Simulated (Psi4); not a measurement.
**SiH2F (SMILES F[SiH2]): UCCSD/def2-TZVPP**

What is the energy change on altering one bond length of SiH2F at UCCSD/def2-TZVPP? 

The calculation is run with Psi4 1.11.

**1. Starting point**

SiH2F has 4 atoms, charge 0, and is taken as a doublet. SMILES: `F[SiH2]`. The coordinates come from a GFN2-xTB relaxation.

Bond lengths: F1–Si2 1.621 Å, Si2–H3 1.448 Å, Si2–H4 1.448 Å. Angles: F1–Si2–H3 104.7°, F1–Si2–H4 104.7°, H3–Si2–H4 120.2°.

**2. The energy at UCCSD/def2-TZVPP**

job.py reads:

```python
import psi4

psi4.set_memory('1600 MB')
psi4.set_num_threads(1)
psi4.set_output_file('psi4.out', False)

m = psi4.geometry("""
0 2
F      1.205590     0.647540    -0.425510
Si    -0.122150    -0.264920    -0.246870
H     -1.219930     0.678520    -0.261640
H      0.136490    -1.061140     0.934020
units angstrom
symmetry c1
""")

psi4.set_options({
    'basis': 'def2-TZVPP',
    'reference': 'uhf',
    'puream': True,
    'e_convergence': 1e-09,
    'd_convergence': 1e-08,
    'scf_type': 'pk',
    'num_frozen_docc': 6,
    'maxiter': 200,
})

E = psi4.energy('ccsd')
print(f'total energy {E:.8f} hartree = {E * 27.211386:.5f} eV')
```

Run with:

```
$ python job.py
```

psi4.out:

```text
[...]
  Running in c1 symmetry.
[...]
  Nuclear repulsion =   55.499457272815420
[...]
  Multiplicity = 2
[...]
  Nalpha       = 13
  Nbeta        = 12
[...]
    Number of basis functions: 101
[...]
   @UHF iter   1:  -389.55301397250190   -6.58508e-01   3.35139e-03 ADIIS/DIIS
[...]
   @UHF iter  13:  -389.60378186205759   -5.79803e-12   4.49791e-09 DIIS
[...]
   @S^2 Observed:                7.536472740E-01
[...]
    Orbital Energies [Eh]
    ---------------------
    Alpha Occupied:
       1A    -68.822177     2A    -26.278998     3A     -6.169273
       4A     -4.281853     5A     -4.272887     6A     -4.271899
       7A     -1.578050     8A     -0.774534     9A     -0.667067
      10A     -0.663396    11A     -0.630218    12A     -0.514267
      13A     -0.350557
    Alpha Virtual:
      14A      0.097088    15A      0.158751    16A      0.163796
      17A      0.243027    18A      0.260917    19A      0.285544
      20A      0.335605    21A      0.365486    22A      0.387647
      23A      0.414646    24A      0.422420    25A      0.533850
[...]
  @UHF Final Energy:  -389.60378186205759
   => Energetics <=
    Nuclear Repulsion Energy =             55.4994572728154196
    One-Electron Energy =                -652.1535400664256485
    Two-Electron Energy =                 207.0503009315526128
    Total Energy =                       -389.6037818620575877
  UHF NO Occupations:
  HONO-2 :   11  A 1.9998169
  HONO-1 :   12  A 1.9984998
[...]
 Multipole Moments:
 ------------------------------------------------------------------------------------
     Multipole            Electronic (a.u.)      Nuclear  (a.u.)        Total (a.u.)
 ------------------------------------------------------------------------------------
 L = 1.  Multiply by 2.5417464519 to convert [e a0] to [Debye]
 Dipole X            :          1.9510346           -2.5136279           -0.5625933
 Dipole Y            :          0.7079910           -1.0629984           -0.3550073
 Dipole Z            :         -1.1831746            1.3048982            0.1217236
 Magnitude           :                                                    0.6762825
[...]
      * MP2 total energy                      = -389.960176637262236
[...]
      * CCSD total energy                     = -389.977864021081757
```

Standard output:

```text
total energy -389.97786402 hartree = -10611.83819 eV
```

Wall time 82 s (1 thread of AMD EPYC 7R43 (Zen 3), shared host); peak memory 1.2 GiB.

**3. The distorted shape at the same level**

fh2si.xyz reads:

```xyz
4
FH2Si
F      2.267815     1.377530    -0.568426
Si    -0.122150    -0.264920    -0.246870
H     -1.219930     0.678520    -0.261640
H      0.136490    -1.061140     0.934020
```

fh2si_ase.py reads:

```python
import numpy as np
from ase.calculators.psi4 import Psi4
from ase.io import read

a = read('fh2si.xyz')
calc = Psi4(atoms=a, method='ccsd', basis='def2-TZVPP', memory='1600MB', num_threads=1, charge=0, multiplicity=2, label='fh2si', reference='uhf')
calc.psi4.set_options({'puream': True, 'e_convergence': 1e-09, 'd_convergence': 1e-08, 'scf_type': 'pk', 'num_frozen_docc': 6, 'maxiter': 200})
a.calc = calc

print(f'energy: {a.get_potential_energy():.6f} eV')
```

Run with:

```
$ python fh2si_ase.py
```

fh2si.dat:

```text
[...]
  Running in c1 symmetry.
[...]
  Nuclear repulsion =   35.967069151993137
[...]
  Multiplicity = 2
[...]
  Nalpha       = 13
  Nbeta        = 12
[...]
    Number of basis functions: 101
[...]
   @UHF iter   1:  -389.25973196622687   -9.11760e-01   5.43301e-03 DIIS/ADIIS
[...]
   @UHF iter  20:  -389.40441239524756   -3.58114e-12   4.01799e-09 DIIS
[...]
   @S^2 Observed:                7.600567417E-01
[...]
    Orbital Energies [Eh]
    ---------------------
    Alpha Occupied:
       1A    -68.940438     2A    -26.084336     3A     -6.285153
       4A     -4.395584     5A     -4.386795     6A     -4.385013
       7A     -1.317087     8A     -0.806261     9A     -0.614424
      10A     -0.469754    11A     -0.431331    12A     -0.430717
      13A     -0.386852
    Alpha Virtual:
      14A     -0.047404    15A      0.087355    16A      0.101650
      17A      0.190379    18A      0.211006    19A      0.233813
      20A      0.254419    21A      0.268857    22A      0.269113
      23A      0.333704    24A      0.365117    25A      0.399508
[...]
  @UHF Final Energy:  -389.40441239524756
   => Energetics <=
    Nuclear Repulsion Energy =             35.9670691519931367
    One-Electron Energy =                -613.4365281018699534
    Two-Electron Energy =                 188.0650465546293049
    Total Energy =                       -389.4044123952475616
  UHF NO Occupations:
  HONO-2 :   11  A 1.9984235
  HONO-1 :   12  A 1.9969276
[...]
 Multipole Moments:
 ------------------------------------------------------------------------------------
     Multipole            Electronic (a.u.)      Nuclear  (a.u.)        Total (a.u.)
 ------------------------------------------------------------------------------------
 L = 1.  Multiply by 2.5417464519 to convert [e a0] to [Debye]
 Dipole X            :          0.7095816           -3.9084053           -3.1988238
 Dipole Y            :         -0.1033951           -2.0215275           -2.1249226
 Dipole Z            :         -0.9553746            1.4925572            0.5371826
 Magnitude           :                                                    3.8776713
[...]
      * MP2 total energy                      = -389.775245512168340
[...]
      * CCSD total energy                     = -389.792228193610129
```

The script printed:

```text
energy: -10606.786791 eV
```

Wall time 2.3 min (1 thread of AMD EPYC 7R43 (Zen 3), shared host); peak memory 1.2 GiB.

**4. What came out**

Level: UCCSD/def2-TZVPP, 6 core orbitals frozen.

| quantity | value |
| --- | --- |
| first shape: total energy | -389.97786 Eh |
| first shape: HOMO energy (Hartree–Fock orbitals) (highest over α and β) | -9.54 eV |
| first shape: LUMO energy (Hartree–Fock orbitals) (lowest over α and β) | 1.28 eV |
| first shape: correlation energy (6 core orbitals frozen) | -374.1 mEh |
| first shape: ⟨S²⟩ of the reference determinant | 0.754 |
| first shape: T1 diagnostic | 0.020 |
| distorted shape: total energy | -389.79223 Eh |
| distorted shape: HOMO energy (Hartree–Fock orbitals) (highest over α and β) | -10.53 eV |
| distorted shape: LUMO energy (Hartree–Fock orbitals) (lowest over α and β) | -1.29 eV |
| distorted shape: correlation energy (6 core orbitals frozen) | -387.8 mEh |
| distorted shape: ⟨S²⟩ of the reference determinant | 0.760 |
| distorted shape: T1 diagnostic | 0.080 |
| energy change with the F1–Si2 bond stretched from 1.621 to 2.918 Å | 5.051 eV |

In words: With the F1–Si2 bond stretched from 1.621 to 2.918 Å the energy rises by 5.05 eV (116 kcal/mol). The first shape isn't relaxed at this level, so the change isn't measured from a minimum. The T1 diagnostic (distorted shape) of 0.080 is above the customary mark for such species, so a single reference may not serve.
